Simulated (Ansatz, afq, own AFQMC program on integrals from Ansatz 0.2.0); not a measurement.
## GeNH3, triplet → GeNH3, singlet

| atom | x (Å) | y (Å) | z (Å) |
| --- | --- | --- | --- |
| Ge | 0.0000 | 0.0444 | 0.3304 |
| N | 0.0000 | -0.1595 | -1.5058 |
| H | 0.0000 | -1.3184 | 1.0907 |
| H | 0.8260 | 0.1677 | -1.9887 |
| H | -0.8260 | 0.1677 | -1.9887 |

Connectivity, by distances: GeH–NH2.

E(singlet, charge +0) − E(triplet, charge +0) at this geometry, on UHF and RHF determinants.

Basis cc-pVDZ. Only valence electrons are correlated. Ansatz 0.2.0 and our own AFQMC program on the same integrals; the CISD trial comes from CCSD amplitudes, and released means the phaseless constraint is let go. Error bars are statistical, one sigma. No spin–orbit coupling. The errors of all members are added in quadrature.

No full CI on the walks' own integrals is used here; CCSDT(Q) serves as the reference and is uncertain by about the last step of the cluster series. Each member takes its own surest rung, up to full CI.

Errors are counted within cc-pVDZ, not against nature.

Cautions: inner d shell frozen; no relativity below Rb; no spin-orbit coupling; GeNH₃ (triplet): another spin lies lower, the released energies are still falling, so no released level is given (meV from the phaseless value at times in 1/Eh: -8 ± 3 at 0.24, -14 ± 4 at 0.51, -16 ± 3 at 0.99, -17 ± 4 at 1.62, -21 ± 4 at 2.40), though the last usable value meets CCSDT(Q) within the noise, its ph-AFQMC/CISD value lies 15 ± 4 meV above CCSDT(Q); GeNH₃ (singlet): restricted determinant unstable towards unrestricted (UHF 194 meV lower, ⟨S²⟩ 0.55).

Reference (CCSDT(Q)): -47.0 kJ/mol.

| level | vertical spin gap (kJ/mol) | error against CCSDT(Q) (kJ/mol) |
| --- | --- | --- |
| HF | -7.4 | 39.6 |
| MP2 | -37.1 | 9.9 |
| CCSD | -48.3 | -1.3 |
| CCSD(T) | -47.3 | -0.3 |
| CCSDT | -47.1 | -0.1 |
| ph-AFQMC/CISD | -48.2 ± 0.6 | -1.2 ± 0.6 |

Correlation beyond CCSD(T) adds 0.3 kJ/mol. The perturbative (T) step is worth +1.0 kJ/mol.

A walk keeps the symmetry of its determinant, which the program's search chose and which needn't be the lowest solution, so a lower state of the same spin and another symmetry isn't excluded.
